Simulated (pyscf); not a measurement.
Thermochemistry of product channels of F–Ge•(F)–F + water (H₂O) on the doublet surface, in kcal/mol, from CCSD(T)/def2-TZVPP + ΔMP2(QZVPP) energies (ideal gas, 1 atm, RRHO with modes under 100 cm⁻¹ raised to 100, one conformer, R ln 2 for chiral ones without a mode under 150 cm⁻¹). Optimised with ωB97X-D3(BJ)/def2-SVP in PySCF. Correlated levels are frozen-core, on RHF or UHF. ΔMP2 is the change of the MP2 total energy from the triple- to the quadruple-zeta basis.

```json
[
 {"products": "hydrogen fluoride (HF) + F–Ge:–F [singlet] + hydroxyl (OH•)", "ΔE": "___", "ΔH(298 K)": "+52.2", "ΔG(900 K)": "+23.2", "ΔG(1200 K)": "___"},
 {"products": "HO–Ge(F)(F)–F + H atom (H•)", "ΔE": "+12.1", "ΔH(298 K)": "+7.9", "ΔG(900 K)": "+14.1", "ΔG(1200 K)": "+15.0"}
]
```

Q: Fill in the missing entries.

A: 
- hydrogen fluoride (HF) + F–Ge:–F [singlet] + hydroxyl (OH•), ΔE: +55.2
- hydrogen fluoride (HF) + F–Ge:–F [singlet] + hydroxyl (OH•), ΔG(1200 K): +13.5

These are energies of the channels, which say nothing of barriers. The CCSD(T) − MP2 part came from Ansatz, without density fitting, on the same reference. The frozen core leaves the outer d or s,p core shells of the metals and heavy elements correlated in the MP2 and CC values, and def2-TZVPP describes them poorly, which can shift differences by a few kcal/mol. Left out: orbital degeneracy and the spin-orbit lowering of OH. Elements up to Kr have no core potential and no relativistic terms here.
